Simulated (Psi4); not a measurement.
# Li2H2 ((LiH)2 ring): a chain of runs

Aim: a geometry optimisation (r2SCAN/6-31+G*), then the harmonic vibrations, then a single-point energy (CCSD(T)/def2-TZVP) of Li2H2 ((LiH)2 ring). 

Program for the calculation: Psi4 1.11.

### 1 The molecule

Li2H2 has 4 atoms, charge 0, and is taken as a singlet. The shape comes from GFN2-xTB, which is rough for such elements, and wasn't checked as a minimum. The run starts from this shape.

Bond lengths: Li1–H2 1.684 Å, H2–Li3 1.685 Å, Li1–H4 1.686 Å, Li3–H4 1.684 Å. Angles: Li1–H2–Li3 81.5°, Li1–H4–Li3 81.5°, H2–Li1–H4 98.5°, H2–Li3–H4 98.5°.

### 2 A structure relaxation at r2SCAN/6-31+G(d) (density fitting, Cartesian functions) (run 1)

Input file h2li2.xyz:

```xyz
4
H2Li2
Li     0.748450     0.467780    -0.657020
H     -0.711410     1.057560    -0.059410
Li    -0.748660    -0.467860     0.656490
H      0.711620    -1.057470     0.059940
```

Input file job.py:

```python
import psi4

psi4.set_memory('1600 MB')
psi4.set_num_threads(1)
psi4.core.set_output_file('output.dat', False)

with open('h2li2.xyz') as f:
    atoms = ''.join(f.readlines()[2:])
molecule = psi4.geometry('0 1\n' + atoms + '')

psi4.set_options({
    'geom_maxiter': 60,
})

E = psi4.optimize('r2scan/6-31+G*')
print(f'r2scan/6-31+G* energy: {E:.10f} Eh')
print(molecule.to_string(dtype='xyz', units='Angstrom'))
for k, v in sorted(psi4.core.scalar_variables().items()):
    print(f'{k:45s} {v:18.10f}')
```

The run is started by

```console
$ python job.py
```

output.dat:

```text
[...]
  Running in c1 symmetry.
[...]
  Nuclear repulsion =    6.140703128902246
[...]
  Multiplicity = 1
[...]
  Nalpha       = 4
  Nbeta        = 4
[...]
    Number of basis functions: 42
[...]
   @DF-RKS iter   1:   -16.12372352210733   -3.67114e-01   6.07796e-03 DIIS/ADIIS
[...]
   @DF-RKS iter   4:   -16.20006934732123   -8.84981e-12   6.05241e-09 DIIS
[...]
  @DF-RKS Final Energy:   -16.20006934732123
   => Energetics <=
    Nuclear Repulsion Energy =              5.7576888374202060
    One-Electron Energy =                 -32.5608211621079136
    Two-Electron Energy =                  15.0907397110538071
    DFT Exchange-Correlation Energy =      -4.4876767336873264
    Empirical Dispersion Energy =           0.0000000000000000
    VV10 Nonlocal Energy =                  0.0000000000000000
    Total Energy =                        -16.2000693473212287
[...]
  -Total Gradient:
     Atom            X                  Y                   Z
    ------   -----------------  -----------------  -----------------
       1       -0.000122158939    -0.000072299528     0.000104943895
       2       -0.000063943344     0.000098018239    -0.000006329752
       3        0.000122283419     0.000073286255    -0.000106251079
       4        0.000063812620    -0.000099010745     0.000007639681
[...]
    Final optimized geometry and variables:
    Molecular point group: c1
    Full point group: C1
    Geometry (in Angstrom), charge = 0, multiplicity = 1:
    LI           0.796657195680     0.497175739958    -0.698638795105
    H           -0.762265839396     1.132203005891    -0.063577587705
    LI          -0.796657755547    -0.497174591132     0.698634020653
    H            0.762269736927    -1.132211003477     0.063610825190
[...]
```

On the terminal:

```text
Some dependencies such as QCElemental have not yet finished migration to pydantic v2. If issues are encountered please downgrade pydantic or upgrade QCElemental as appropriate
	Previous geometry is closer to target in internal coordinates, so using that one.

	Best geometry has RMS(Delta(q)) = 4.22e-08

Optimizer: Optimization complete!
r2scan/6-31+G* energy: -16.2000693473 Eh
4
0 1 H2Li2
Li                    0.796657195680     0.497175739958    -0.698638795105
H                    -0.762265839396     1.132203005891    -0.063577587705
Li                   -0.796657755547    -0.497174591132     0.698634020653
H                     0.762269736927    -1.132211003477     0.063610825190

CURRENT ENERGY                                    -16.2000693473
CURRENT REFERENCE ENERGY                          -16.2000693473
DD SOLVATION ENERGY                                 0.0000000000
DFT FUNCTIONAL TOTAL ENERGY                       -16.2000693473
DFT TOTAL ENERGY                                  -16.2000693473
DFT VV10 ENERGY                                     0.0000000000
DFT XC ENERGY                                      -4.4876767337
GRID ELECTRONS ALPHA                                3.9999085371
GRID ELECTRONS BETA                                 3.9999085371
GRID ELECTRONS TOTAL                                7.9998170742
NUCLEAR REPULSION ENERGY                            5.7576888374
ONE-ELECTRON ENERGY                               -32.5608211621
OPTIMIZATION ITERATIONS                             6.0000000000
PCM POLARIZATION ENERGY                             0.0000000000
PE ENERGY                                           0.0000000000
SCF ITERATION ENERGY                              -16.2000693473
SCF ITERATIONS                                      4.0000000000
SCF TOTAL ENERGY                                  -16.2000693473
TWO-ELECTRON ENERGY                                15.0907397111
XC GRID RADIAL POINTS                              75.0000000000
XC GRID SPHERICAL POINTS                          302.0000000000
XC GRID TOTAL POINTS                            89250.0000000000
```

It took 20 s on 1 thread of Intel Xeon Platinum 8488C (Sapphire Rapids), shared host; peak memory 0.51 GiB.

Step by step:

```
step  energy from the first frame kept (eV)  largest force (eV/Å)
   0                                 0.0000                0.8025
   1                                -0.0733                0.4279
   2                                -0.1044                0.1000
   3                                -0.1058                0.0299
   4                                -0.1059                0.0149
   5                                -0.1059                0.0091
```

After the run. Bond lengths: Li1–H2 1.799 Å, H2–Li3 1.799 Å, Li1–H4 1.799 Å, Li3–H4 1.799 Å. Angles: Li1–H2–Li3 81.2°, Li1–H4–Li3 81.2°, H2–Li1–H4 98.8°, H2–Li3–H4 98.8°.

### 3 The harmonic vibrations at r2SCAN/6-31+G(d) (density fitting, Cartesian functions) (run 2)

Input file calc.inp:

```
memory 1600 MB

molecule {
  0 1
  Li
  H 1 r2
  Li 2 r3 1 a3
  H 3 r4 2 a4 1 d4

  r2 = 1.799112
  r3 = 1.799173
  a3 = 81.16716
  r4 = 1.799105
  a4 = 98.83361
  d4 = 0.00092
  symmetry c1
}

set {
  basis                      6-31+G*
  reference                  rks
  t                          298.15
  rotational_symmetry_number 4
}

result, w = frequencies('r2scan', return_wfn=True)
```

The run is started by

```console
$ psi4 -i calc.inp -o calc.out -n 1
```

calc.out:

```text
[...]
  Running in c1 symmetry.
[...]
  Nuclear repulsion =    5.757688919043943
[...]
  Multiplicity = 1
[...]
  Nalpha       = 4
  Nbeta        = 4
[...]
    Number of basis functions: 42
[...]
   @DF-RKS iter   1:   -16.13268449619919   -3.75952e-01   5.74228e-03 DIIS/ADIIS
[...]
   @DF-RKS iter   9:   -16.20006858125043   -3.30402e-13   1.63744e-10 DIIS
[...]
  @DF-RKS Final Energy:   -16.20006858125043
   => Energetics <=
    Nuclear Repulsion Energy =              5.7558162480528434
    One-Electron Energy =                 -32.5568658841162488
    Two-Electron Energy =                  15.0884549237939236
    DFT Exchange-Correlation Energy =      -4.4874738689809508
    Empirical Dispersion Energy =           0.0000000000000000
    VV10 Nonlocal Energy =                  0.0000000000000000
    Total Energy =                        -16.2000685812504308
[...]
  -Total Gradient:
     Atom            X                  Y                   Z
    ------   -----------------  -----------------  -----------------
       1       -0.000000307111    -0.000121352663     0.000140670063
       2        0.000000303880     0.000093578544     0.000093033971
       3       -0.000000308769     0.000141997546     0.000034716911
       4        0.000000309202    -0.000113901694    -0.000268929202
[...]
  ==> Harmonic Vibrational Analysis <==
[...]
  Freq [cm^-1]                 509.7690            583.0523            850.3950
[...]
  IR activ [km/mol]             0.0000             679.2381             0.0000
[...]
  Freq [cm^-1]                 933.7659           1042.5758           1128.2115
[...]
  IR activ [km/mol]           1030.8315            760.2561             0.0000
[...]
  Total E_0, Enthalpy at 0 [K]                                                          -16.18856968 [Eh]
[...]
```

Standard output:

```text
Warning: used thermodynamics relations inappropriate for low-frequency modes: ['509.7690' '583.0523']
```

It took 77 s on 1 thread of Intel Xeon Platinum 8488C (Sapphire Rapids), shared host; peak memory 0.5 GiB.

### 4 The energy at CCSD(T)/def2-TZVP (run 3)

Input file h2li2.py:

```python
import psi4

psi4.set_memory('1600 MB')
psi4.set_num_threads(1)
psi4.set_output_file('h2li2.out', False)

geom = psi4.geometry("""
0 1
Li     0.796579     0.497146    -0.698837
H     -0.762344     1.132174    -0.063776
Li    -0.796736    -0.497204     0.698436
H      0.762191    -1.132240     0.063412
""")

options = {'scf_type': 'pk', 'num_frozen_docc': 0}
psi4.set_options(options)

result = psi4.energy("ccsd(t)/def2-TZVP", molecule=geom)
print('E =', round(result, 9))
```

The run is started by

```console
$ python h2li2.py
```

h2li2.out:

```text
[...]
  Running in c1 symmetry.
[...]
  Nuclear repulsion =    5.757689117900170
[...]
  Multiplicity = 1
[...]
  Nalpha       = 4
  Nbeta        = 4
[...]
    Number of basis functions: 40
[...]
   @RHF iter   1:   -16.03317355075881   -5.01392e-01   2.78765e-03 DIIS/ADIIS
[...]
   @RHF iter   7:   -16.04272452142229   -4.38156e-11   8.29730e-09 DIIS
[...]
    Orbital Energies [Eh]
    ---------------------
    Doubly Occupied:
       1A     -2.421684     2A     -2.420125     3A     -0.370253
       4A     -0.314340
[...]
  @RHF Final Energy:   -16.04272452142229
   => Energetics <=
    Nuclear Repulsion Energy =              5.7576891179001697
    One-Electron Energy =                 -32.5480219946714584
    Two-Electron Energy =                  10.7476083553489943
    Total Energy =                        -16.0427245214222935
[...]
 Multipole Moments:
 ------------------------------------------------------------------------------------
     Multipole            Electronic (a.u.)      Nuclear  (a.u.)        Total (a.u.)
 ------------------------------------------------------------------------------------
 L = 1.  Multiply by 2.5417464519 to convert [e a0] to [Debye]
 Dipole X            :         -0.0000080            0.0000038           -0.0000042
 Dipole Y            :          0.0000186           -0.0000075            0.0000111
 Dipole Z            :         -0.0000832            0.0000348           -0.0000484
 Magnitude           :                                                    0.0000498
[...]
      * MP2 total energy                      =  -16.147470771874950
[...]
      * CCSD total energy                     =  -16.168962573625336
[...]
      * CCSD(T) total energy                  =  -16.169333781354158
```

Standard output:

```text
E = -16.169333781
```

It took 5.4 s on 1 thread of Intel Xeon Platinum 8488C (Sapphire Rapids), shared host; peak memory 0.21 GiB.

### 5 What came out

| quantity | value |
| --- | --- |
| run 1, r2SCAN/6-31+G*: total energy at the end | -16.20007 Eh |
| run 1, r2SCAN/6-31+G*: dipole moment | 0.00 D |
| run 1, r2SCAN/6-31+G*: HOMO energy | -4.78 eV |
| run 1, r2SCAN/6-31+G*: LUMO energy | -0.32 eV |
| run 1, r2SCAN/6-31+G*: HOMO–LUMO gap | 4.46 eV |
| run 2, r2SCAN/6-31+G*: lowest harmonic wavenumber | 510 cm⁻¹ |
| run 2, r2SCAN/6-31+G*: highest harmonic wavenumber | 1128 cm⁻¹ |
| run 2, r2SCAN/6-31+G*: zero-point energy | 30.2 kJ/mol |
| run 2, r2SCAN/6-31+G*: ideal-gas entropy at 298.15 K (symmetry number 4 as used) | 52.0 cal/(mol K) |
| run 3, CCSD(T)/def2-TZVP: total energy | -16.16933 Eh |
| run 3, CCSD(T)/def2-TZVP: HOMO energy (Hartree–Fock orbitals) | -8.55 eV |
| run 3, CCSD(T)/def2-TZVP: LUMO energy (Hartree–Fock orbitals) | 0.86 eV |
| run 3, CCSD(T)/def2-TZVP: HOMO–LUMO gap (Hartree–Fock orbitals) | 9.41 eV |
| run 3, CCSD(T)/def2-TZVP: correlation energy | -126.6 mEh |
| run 3, CCSD(T)/def2-TZVP: (T) correction | -0.37 mEh |
| run 3, CCSD(T)/def2-TZVP: T1 diagnostic | 0.006 |

**Reading.** The optimisation (run 1, r2SCAN/6-31+G*) took 6 steps and changed the energy by -0.106 eV. All 6 modes (run 2, r2SCAN/6-31+G*) are real, so the shape is a minimum at this level. The triples (run 3, CCSD(T)/def2-TZVP) make up 0.3 % of the correlation energy.
